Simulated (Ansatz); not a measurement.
# PN (phosphorus nitride): where methods fail along a bond

PN has 2 atoms, charge 0, and is taken as a singlet. SMILES: `N#P`. Geometry: the measured bond length.

```xyz
2

N     0.0000    0.0000    0.0000
P     0.0000    0.0000    1.4909
```

The N1–P2 distance is scanned; the parts on either side stay rigid. Basis STO-3G, 6 core orbitals frozen in the correlated methods; program Ansatz 0.2.0. FCI is exact within this basis and core. Energies in eV from each method's value at 1.491 Å; methods without a U are spin-restricted. The shape above is that at 1.491 Å.

```
distance (Å)     HF    PBE   BLYP  revPBE  B3LYP  HSE06  B2PLYP   FCI
       1.491   0.00   0.00   0.00    0.00   0.00   0.00    0.00  0.00
       1.864   3.92   2.03   1.92    1.98   2.52   2.73    1.45  1.61
       2.982  11.66  10.67  10.30   10.50  12.13  12.64   12.58  4.78
       3.727  13.81  12.41  12.03   12.19  13.73  14.22   13.14  4.86
```

Departure from the FCI curve at its largest: HF +8.95 eV at 3.73 Å; PBE +7.55 eV at 3.73 Å; BLYP +7.17 eV at 3.73 Å; revPBE +7.33 eV at 3.73 Å; B3LYP +8.87 eV at 3.73 Å; HSE06 +9.36 eV at 3.73 Å; B2PLYP +8.28 eV at 3.73 Å. Restricted functionals keep the electrons paired too, and rise too high. Restricted Hartree–Fock keeps the electrons paired, so it rises far too high as the bond breaks.
